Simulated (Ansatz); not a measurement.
For rock-salt TiC, B3LYP (VWN-RPA form) in Ansatz (PAW) gives:

| Item | Result |
|---|---|
| lattice parameter a | 4.343 Å |
| bulk modulus B0 | 258 GPa |

Task: What does Hartree–Fock (Ansatz, a program for electronic structure, plane waves, PAW) give for the same quantities?

Result: 
- lattice constant a: 4.373 Å (rises by 0.7 %)
- bulk modulus: 286 GPa (increases by 11 %)

For comparison: lattice constant a 4.33 Å (measured, temperature not stated, no zero-point or thermal correction; as tabulated in Zhang et al. (2018), doi:10.1088/1367-2630/aac7f0); bulk modulus 240 GPa (measured, temperature not stated, no zero-point or thermal correction, our sources range from 235 to 268; as tabulated in Krasnenko and Brik (2013), arXiv:1306.3139).

Changes are worked out from the printed values.

Unless a cell is named, each level is at its own relaxed cell (B3LYP (VWN-RPA form) 10.24, Hartree–Fock 10.45 Å³/atom).

Ansatz's density-functional and Hartree–Fock values are scalar-relativistic unless marked +SOC, with PAW data made under PBE.
